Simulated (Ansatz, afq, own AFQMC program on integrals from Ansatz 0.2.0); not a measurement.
**Where AFQMC and coupled cluster stand for CH$_{5}$, doublet**

```yaml
atoms:
  - { symbol: H, position_ang: [-2.1409, 0.0000, 0.0000] }
  - { symbol: H, position_ang: [-1.3959, 0.0000, 0.0000] }
  - { symbol: C, position_ang: [0.2371, 0.0000, 0.0000] }
  - { symbol: H, position_ang: [0.2371, -1.0800, 0.0000] }
  - { symbol: H, position_ang: [0.2371, 0.5400, 0.9353] }
  - { symbol: H, position_ang: [0.2371, 0.5400, -0.9353] }
```

Basis cc-pVTZ. Only valence electrons are correlated. Ansatz 0.2.0 and our own AFQMC program on the same integrals; the CISD trial comes from CCSD amplitudes, and released means the phaseless constraint is let go. ± is one standard error of the sampling.

Determinant: UHF, the one that the program's search chose, which needn't be the lowest solution. The geometry is a point of a scan.

No full CI on the walks' own integrals is used here; CCSDT(Q) serves as the reference and is uncertain by about the last step of the cluster series.

Cautions: the released energies are still falling, so no released level is given (meV from the phaseless value at times in 1/Eh: -1 ± 4 at 0.24, -1 ± 3 at 0.51, -8 ± 3 at 0.99, -10 ± 4 at 1.62, -14 ± 6 at 2.40).

```
T1 diagnostic                               : 0.0116
weight of the determinant in the CISD state : 0.917
⟨S²⟩ of the determinant                     : 0.769
size of the correlated space                : 9 electrons in 99 orbitals
```

| level | correlation energy (eV) |
| --- | --- |
| MP2 | -5.4142 |
| CCSD | -6.1659 |
| CCSD(T) | -6.3245 |

(1) Estimate where phaseless AFQMC with a CISD trial lies against CCSD(T) on the same integrals.

(1) 16.9 ± 4.4 meV below CCSD(T).

Reference: CCSDT(Q), correlation energy -6.345 eV.

```csv
level,E − E(reference) (meV),share of correlation (%)
CCSD(T),20.3,99.68
CCSDT,4.2,99.93
ph-AFQMC/HF,-12.8 ± 24.4,100.20
ph-AFQMC/CISD,3.3 ± 4.4,99.95
```

A walk keeps the symmetry of its determinant, which the program's search chose and which needn't be the lowest solution, so a lower state of the same spin and another symmetry isn't excluded.
